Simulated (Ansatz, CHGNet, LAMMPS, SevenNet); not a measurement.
**How well does each level of theory give the TO phonon frequency at X of zinc-blende InP?**

Reference value: 324 cm⁻¹ (measured, temperature not stated, not corrected to a static lattice; as tabulated in Ioffe Institute, NSM Archive: InP, mechanic properties page).

```tsv
level (code)	value (cm⁻¹)	cell (Å³/atom)
Vashishta InP.vashishta (LAMMPS)	308	25.26
CHGNet 0.3.0 (CHGNet)	213	26.43
SevenNet-l3i5 (SevenNet)	299	26.39
SNAP InP_JCPA2020.snap (LAMMPS)	302	24.76
LDA (Ansatz)	(withheld)	24.73
PBE (Ansatz)	299	26.45
r²SCAN (Ansatz)	(withheld)	25.77
```

Question: What belongs in the gaps?

Answer: 
- LDA (Ansatz, a program for electronic structure), value (cm⁻¹): 320
- r²SCAN (Ansatz), value (cm⁻¹): 314

Differences against the reference: Vashishta InP.vashishta -4.9 %, CHGNet 0.3.0 -34 %, SevenNet-l3i5 -7.7 %, SNAP InP_JCPA2020.snap -6.8 %, LDA -1.2 %, PBE -7.7 %, r²SCAN -3.1 %.

Nearest, and too close to rank with a margin of 3.0 % (twice that across the reference) picked here for doubts on the reference and the settings, and for temperature and zero-point motion: LDA (-1.2 %), r²SCAN (-3.1 %). CHGNet 0.3.0 (-34 %) misses by most. Within 10 %: Vashishta InP.vashishta, SevenNet-l3i5, SNAP InP_JCPA2020.snap, LDA, PBE, r²SCAN.

The measured value isn't corrected to a static lattice, so vibrations enter the comparison.  Each level is taken at its own relaxed cell. Cutoffs and k meshes differ between the levels. Ansatz's density-functional and Hartree–Fock values are scalar-relativistic unless marked +SOC, with PAW data made under PBE.

Empirical potentials (Vashishta InP.vashishta) are fitted to chosen data, which need not cover the solid at hand: agreement can be built in, and what lay outside the fit can be far off. Machine-learned potentials (CHGNet 0.3.0, SNAP InP_JCPA2020.snap, SevenNet-l3i5) are trained on DFT data, which may include these solids.

Differences are worked out from the printed values.
